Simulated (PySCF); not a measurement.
Input of a response calculation (the driver script's job line, then coordinates in Å):

```
{"job": {"kind": "uv", "xc": "PBE0", "basis": "def2-SVPD", "ip": true}, "charge": 1, "multiplicity": 1}
C     -1.377335    -0.325720     0.039705
O     -0.296265     0.024480    -0.828944
C      0.753238     0.663414    -0.265808
C      1.706290    -0.382248     0.240101
O      2.325346    -1.272593     0.502144
H     -1.756741     0.567703     0.559953
H     -2.158012    -0.741123    -0.606893
H     -1.069764    -1.093141     0.770512
H      0.540181     1.341682     0.587827
H      1.342246     1.222998    -1.020711
```

Output:

```
coarse grid: 8536 points
cycle   1  E = -266.7397771586  dE =  1.075e+00  |g| = 8.187e-01  |ddm| = 3.867e+00
cycle   2  E = -266.1789907106  dE =  5.608e-01  |g| = 1.924e+00  |ddm| = 2.963e+00
cycle   3  E = -266.8867331487  dE = -7.077e-01  |g| = 1.260e-01  |ddm| = 1.958e+00
cycle   4  E = -266.8878816582  dE = -1.149e-03  |g| = 1.057e-01  |ddm| = 2.643e-01
cycle   5  E = -266.8899027706  dE = -2.021e-03  |g| = 2.169e-02  |ddm| = 1.129e-01
cycle   6  E = -266.8899993553  dE = -9.658e-05  |g| = 2.825e-03  |ddm| = 2.626e-02
cycle   7  E = -266.8900010437  dE = -1.688e-06  |g| = 6.677e-04  |ddm| = 3.933e-03
final grid: 82904 points
cycle   8  E = -266.9413020368  dE = -7.430e-07  |g| = 1.383e-02  |ddm| = 5.605e-02
cycle   9  E = -266.9411913765  dE =  1.107e-04  |g| = 2.814e-02  |ddm| = 3.115e-02
cycle  10  E = -266.9413361792  dE = -1.448e-04  |g| = 3.216e-03  |ddm| = 2.100e-02
cycle  11  E = -266.9413381985  dE = -2.019e-06  |g| = 4.575e-04  |ddm| = 2.867e-03
cycle  12  E = -266.9413382413  dE = -4.277e-08  |g| = 1.005e-04  |ddm| = 7.010e-04
cycle  13  E = -266.9413382437  dE = -2.395e-09  |g| = 1.980e-05  |ddm| = 1.536e-04
cycle  14  E = -266.9413382437  dE = -9.106e-11  |g| = 5.344e-06  |ddm| = 3.289e-05
converged SCF energy = -266.9413382437

Static polarisability (au): isotropic 39.712, principal 31.058 37.149 50.929

Singlet excitations
state   eV       nm        f      main configurations
  1   4.4949    275.8   0.02357   H->L 0.92
  2   4.8315    256.6   0.01049   H->L+1 0.94
  3   5.5040    225.3   0.01947   H-1->L 0.94
  4   5.9748    207.5   0.01503   H-1->L+1 0.98
  5   6.9866    177.5   0.00430   H-2->L 0.96
  6   7.6361    162.4   0.01805   H-2->L+1 0.88, H->L+2 0.10
  7   7.8509    157.9   0.02769   H->L+2 0.70, H-3->L 0.20
  8   7.9471    156.0   0.02426   H-3->L 0.78, H->L+2 0.18
  9   8.3816    147.9   0.01075   H-3->L+1 0.99
 10   8.9754    138.1   0.01212   H-1->L+2 0.96

Triplet excitations (Tamm-Dancoff, eV): 3.8423 4.5163 5.2213 5.7939
Vertical ionisation energy (delta-SCF) = 16.6047 eV
Vertical electron affinity (delta-SCF) = 5.9467 eV
```

Level of theory: TDDFT PBE0/def2-SVPD, vertical, gas phase, core orbitals frozen in the response (PySCF). Isolated species at its PBE0-D3(BJ)/def2-SVP geometry (one conformer only).

**Question.** What share of the summed oscillator strength falls to the strongest level in this window?

**Answer.** State 7 at 158 nm: 0.0277 of 0.1657, or 17%.

**Question.** How many basis functions and electrons does this run hold?

**Answer.** 146 basis functions for 38 electrons in 19 doubly occupied orbitals.

**Question.** What transition dipole goes with state 7?

**Answer.** |μ|² = 3f / (2ΔE) = 3 × 0.0277 / (2 × 0.2885) = 0.144 au, so |μ| = 0.96 D.

**Question.** What is the total energy of state 4 at this geometry?

**Answer.** -266.94134 + 0.21957 = -266.72177 hartree.

**Question.** What is the polarisability anisotropy, √(½[(α1 − α2)² + (α2 − α3)² + (α3 − α1)²])?

**Answer.** 17.63 au.

**Question.** Which species is it?

**Answer.** `COCC#[O+]` ([C3H5O2]+), point group C1.

The SCF starts on a coarse grid; the energy jumps when the final grid takes over, and dE counts afresh there. H and L stand for HOMO and LUMO.

Shape of the structure used: `[CH3:1][O:2][CH2:3][C:4]#[O+:5]`: C1–O2–C3–C4 88°.
